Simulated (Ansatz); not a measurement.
**Other spins and charges of CF⁺, triplet at one geometry**

Geometry (PBE0/def2-TZVP stationary point for this spin):

```xyz
2

C     0.0000    0.0000    0.0000
F     0.0000    0.0000    1.2067
```

Basis cc-pVDZ; Ansatz 0.2.0. Only valence electrons are correlated (noble-gas cores frozen). Prefix R: restricted or restricted open-shell reference; prefix U: unrestricted. Active spaces: valence = (10e, 8o) chosen from the atoms' valence shells.

Gaps are energies of the second state less the first, at fixed atoms, for a selection of the levels run; each method lands on the state that its own search finds for that charge and spin.

For open shells CISD and CISDTQ are restricted-active-space CI with the open shells as a complete middle space.

Singlet less triplet: -4.738 eV at UCCSDTQ.

```csv
level,gap (eV),error (meV)
RHF,-3.448,1290
UHF,-3.364,1374
RMP2,-4.499,239
UMP2,-4.465,273
CISD,-4.439,299
RCCSD,-4.646,92
UCCSD,-4.646,92
RCCSD(T),-4.734,4
UCCSD(T),-4.735,3
BCCD(T),-4.747,-9
RCCSDT,-4.729,9
UCCSDT,-4.729,9
CISDTQ,-4.710,28
RCCSDT(Q),-4.745,-7
UCCSDT(Q),-4.737,1
RCCSDTQ,-4.738,0
CASSCF (valence space),-4.691,47
NEVPT2 (valence space),-4.370,368
MRCISD (valence space),-4.601,137
MRCISD+Q (valence space),-4.621,117
PBE,-4.404,334
r2SCAN,-4.053,685
PBE0,-4.257,481
B3LYP,-4.455,283
wB97M-V,-4.836,-98
B2PLYP,-4.517,221
RPA-PBE,-4.875,-137
```

Quintet less triplet: 8.005 eV at UCCSDTQ.

```
    level  gap (eV)  error (meV)
      RHF     6.160        -1845
     CISD     7.697         -308
 RCCSD(T)     7.985          -20
   RCCSDT     7.999           -6
   UCCSDT     7.997           -8
RCCSDT(Q)     8.005            0
  RCCSDTQ     8.007            2
      PBE     8.537          532
  wB97X-V     8.394          389
   B2PLYP     8.287          282
```

In so small a basis the reference is far from its limit while semilocal and hybrid functionals are nearer theirs (RPA and double hybrids share much of the reference's basis error), so the functionals' errors here hold much of the reference's basis and frozen-core error, which can add to them or hide them.

Full CI isn't at hand for all of this; UCCSDTQ serves as the reference, and is uncertain by about the last step of the cluster series. The frozen core follows each run's orbitals, which can shift R against U totals by a few meV.
